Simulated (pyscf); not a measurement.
# Substitution at Sn: SnH₄ + H atom (H•) → SnH₄ + H atom (H•)

Gas phase, doublet surface, charge 0. Bonds broken: Sn1–H2. Bonds formed: Sn1–H6. PySCF, gas phase, ωB97X-D3(BJ)/def2-SVP geometries. Correlated levels are frozen-core, on RHF or UHF. ΔMP2 is the change of the MP2 total energy from the triple- to the quadruple-zeta basis.

Transition state (Å):

```xyz
6

Sn    -1.0271    -0.0561    -0.0394
H     -1.4116    -0.9065     1.5244
H     -0.5180    -1.5462    -0.7246
H     -2.6669     0.4356    -0.1752
H      0.1036     0.9422     0.7816
H     -0.6425     0.7943    -1.6030
```

One imaginary mode, 536i cm⁻¹; descent along it reached the two sides named.

```
bond    change  reactant side (Å)  saddle  product side
------  ------  -----------------  ------  ------------
Sn1–H2  breaks              1.707   1.821           3.8
Sn1–H6   forms                3.8   1.821         1.707
```

Electronic energies relative to the separated reactants (kJ/mol):

| level | barrier | reaction energy | reverse barrier |
|---|---|---|---|
| ωB97X-D3(BJ)/def2-TZVP | 46.8 | 0.0 | 46.8 |
| PBE/def2-TZVP | 9.9 | 0.0 | 9.9 |
| r²SCAN/def2-TZVP | 5.7 | 0.0 | 5.7 |
| B3LYP-D3(BJ)/def2-TZVP | 17.2 | 0.0 | 17.2 |
| PBE0-D3(BJ)/def2-TZVP | 26.3 | 0.0 | 26.3 |
| M06-2X/def2-TZVP | 43.9 | 0.0 | 43.9 |
| ωB97M-D3(BJ)/def2-TZVP | 44.5 | 0.0 | 44.5 |
| HF/def2-TZVP | 117.6 | 0.0 | 117.6 |
| MP2/def2-QZVPP | 57.6 | 0.0 | 57.6 |
| CCSD/def2-TZVPP | 51.0 | 0.0 | 51.0 |
| CCSD(T)/def2-TZVPP | 44.7 | 0.0 | 44.7 |
| CCSD(T)/def2-TZVPP + ΔMP2(QZVPP) | 39.6 | 0.0 | 39.6 |

With CCSD(T)/def2-TZVPP + ΔMP2(QZVPP) energies and thermal terms (ideal gas, 1 atm, RRHO with modes under 100 cm⁻¹ raised to 100, one conformer, R ln 2 for rigid chiral ones), in kJ/mol:

```tsv
T (K)	ΔH‡	ΔG‡	ΔH	ΔG
298	37.3	61.3	0.0	0.0
600	35.5	86.4	0.0	0.0
900	34.3	112.2	0.0	0.0
1200	33.2	138.3	0.0	0.0
```

Abstraction by the radical was not located in this set and often lies lower. This is the saddle that the search found; another between the same sides may lie lower. The angle at the attacked Sn is 180°. The CCSD(T) − MP2 part came from Ansatz, without density fitting, on the same reference. The frozen core leaves the outer d or s,p core shells of the metals and heavy elements correlated in the MP2 and CC values, and def2-TZVPP describes them poorly, which can shift differences by a few kcal/mol. Elements past Kr carry the def2 core potentials, without spin-orbit coupling.
